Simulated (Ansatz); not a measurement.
Geometry optimisation, Ansatz 0.2.0, RKS PBE0/STO-3G.

Input:

```yaml
crystal:
  periodic: [false, false, false]
  atoms:
    - { symbol: O, position_ang: [-1.1842, 1.2976, -0.533] }
    - { symbol: C, position_ang: [-0.21, 0.6641, -0.5392] }
    - { symbol: C, position_ang: [0.0396, -0.3987, 0.4644] }
    - { symbol: Cl, position_ang: [0.819, -1.8007, -0.3599] }
    - { symbol: H, position_ang: [0.6113, 0.8785, -1.2668] }
    - { symbol: H, position_ang: [-0.8486, -0.6773, 0.9864] }
    - { symbol: H, position_ang: [0.8341, -0.0315, 1.2023] }
basis:
  gaussian: { orbitals: STO-3G }
hamiltonian:
  xc: pbe0
relax:
  f_tol: 0.015
  max_steps: 40
output:
  orbitals: {}
```

Command:

```bash
$ ansatz run input.yaml --threads 1 --pin off --max-ram 2048MiB --backend cpu --events-out ev --progress --plain --runs-dir out
```

Problem. Where does it end, and by what steps?

Solution. The run converged. Limits of this set-up: minimal basis. After 7 steps the energy has fallen by 0.600 eV; O1 moved furthest, 0.15 Å. The start is strongly strained (largest force component 8 eV/Å).

```
step  energy less start (eV)  largest force component (eV/Å)  accepted
   0                  0.0000                           8.471       yes
   1                 -0.5544                           1.419       yes
   2                 -0.4240                           2.770        no
   3                 -0.5930                           0.663       yes
   4                 -0.5983                           0.278       yes
   5                 -0.6002                           0.040       yes
   6                 -0.6004                           0.016       yes
   7                 -0.6005                           0.007       yes
```

```xyz
7
Properties=species:S:1:pos:R:3
O -1.302 1.301 -0.631
C -0.207 0.719 -0.552
C 0.096 -0.397 0.489
Cl 0.760 -1.872 -0.365
H 0.664 0.939 -1.224
H -0.817 -0.694 1.032
H 0.868 -0.064 1.205
```

Whether the end is a true minimum wasn't checked by a vibrational analysis.

Run time: 10 s on 1 thread of Arm Neoverse V2 (shared host), peak memory 0.11 GiB.
